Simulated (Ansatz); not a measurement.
**Scan of [SiH3···H···Cl], doublet**

Starting geometry:

```csv
atom,x (Å),y (Å),z (Å)
Si,-1.9193,0.0000,0.0000
H,-2.4142,1.3997,0.0000
H,-2.4142,-0.6999,1.2122
H,-2.4142,-0.6999,-1.2122
H,-0.4347,0.0000,0.0000
Cl,1.7387,0.0000,0.0000
```

From there H5 is moved from one fragment to the other while all else, the fragments' distance too, stays fixed, so the hump isn't the reaction's barrier; atoms are numbered as listed. Energies are in kJ/mol, counted from the starting geometry at the same level. Kohn–Sham curves are unrestricted where that lies lower.

Basis cc-pVDZ; Ansatz 0.2.0. Only valence electrons are correlated (noble-gas cores frozen). Prefix R: restricted or restricted open-shell reference; prefix U: unrestricted.

In so small a basis the reference is far from its limit while semilocal and hybrid functionals are nearer theirs (RPA and double hybrids share much of the reference's basis error), so the functionals' errors here hold much of the reference's basis and frozen-core error, which can add to them or hide them.

Full CI isn't at hand for all of this; UCCSDT(Q) serves as the reference, and is uncertain by about the last step of the cluster series.

```tsv
distance Si1-H5 (Å)	UCCSDT(Q)	PBE	r2SCAN	PBE0	B3LYP	CAM-B3LYP	wB97M-V	B2PLYP	RPA-PBE
1.485	0.0	0.0	0.0	0.0	0.0	0.0	0.0	0.0	0.0
1.602	6.5	-7.0	-3.4	-2.3	-1.5	1.0	2.1	2.5	5.5
1.837	35.8	-1.9	6.4	10.6	14.4	21.1	23.5	24.5	34.0
2.073	21.3	-16.6	-10.6	-4.8	4.3	9.7	10.0	11.6	25.9
2.308	-24.5	-41.8	-43.1	-39.7	-25.4	-25.7	-28.4	-26.6	-13.5
```
